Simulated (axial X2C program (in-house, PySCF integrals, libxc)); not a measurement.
**Testing model relations on Al₂**

A bond curve at the CCSD(T) level, two-component, was computed with an in-house all-electron X2C program for linear molecules (integrals from PySCF) (basis Al dyall-v3z [8s8p2d1f] (cores contracted in-house)) for the state Ω = 1 (⟨Sz⟩ = 1.00, ⟨Lz⟩ = 0.00 at HF). Its fit gives Re = 2.4883 Å, ωe = 348.6 cm⁻¹, ωexe = 2.05 cm⁻¹ and αe = 1.501e-03 cm⁻¹; the masses are 26.9815 and 26.9815 u. Two-component means X2C with spin–orbit coupling and atomic mean-field Coulomb and Gaunt terms.

Correlated methods: 6 electrons correlated (number of frozen shells: Al 2 s, 1 p), 142 virtual spin orbitals or spinors in MP2, 90 natural virtuals in coupled cluster.

(1) Find the reduced mass, Be and the force constant.

(2) Estimate De from a Morse curve and compare with the computed well depth of 1.296 eV to Al + Al.

(3) Where do the fundamental and the first overtone lie?

(4) Estimate the centrifugal constant by the Kratzer relation.

(5) A Morse curve ties αe to the other constants (Pekeris). How well does that hold?

One determinant describes the state; a PBE0 search over occupations chose it and may have missed a lower one. Dissociation energies refer to the lowest single-determinant-based atoms at the same level and basis. CCSD and (T) use frozen natural virtuals with an MP2 correction for the truncation; (T) itself is uncorrected, so its De runs slightly low. PBE0 can misorder states that lie within some tenths of an eV, so this need not be the ground state of the molecule. The nearest other 2c determinant of the search, Ω = 2, lies 0.11 eV up at the distance of the search. With several unpaired electrons one determinant need not be a pure state. Open-shell Ω = 0 determinants with evenly filled partner blocks cannot be reached by this program, so the Ω shown need not be the lowest component. This is the Ω = 1 component of a π² triplet; the 0⁺ component is not one determinant and can lie lowest.

Answers

(1) From the CCSD(T) values: μ = 13.4908 u. Be = 16.8576/(μ Re²) = 0.2018 cm⁻¹. k = 5.8918×10⁻⁷ μ ωe² = 0.966 mdyn/Å.

(2) De(Morse) = ωe²/(4ωexe) = 1.837 eV against 1.296 eV computed, a ratio of 1.42. The extrapolation overshoots: the well softens faster than a Morse curve, or the lowest atomic limit lies below the one to which the curve heads.

(3) ν(1←0) = ωe − 2ωexe = 344.5 cm⁻¹; ν(2←0) = 2ωe − 6ωexe = 684.9 cm⁻¹.

(4) D = 4Be³/ωe² = 2.71e-07 cm⁻¹.

(5) αe(Morse) = 6Be²/ωe × (√(ωexe/Be) − 1) = 1.533e-03 cm⁻¹; the CCSD(T) curve gives 1.501e-03 cm⁻¹, a ratio of 1.02.
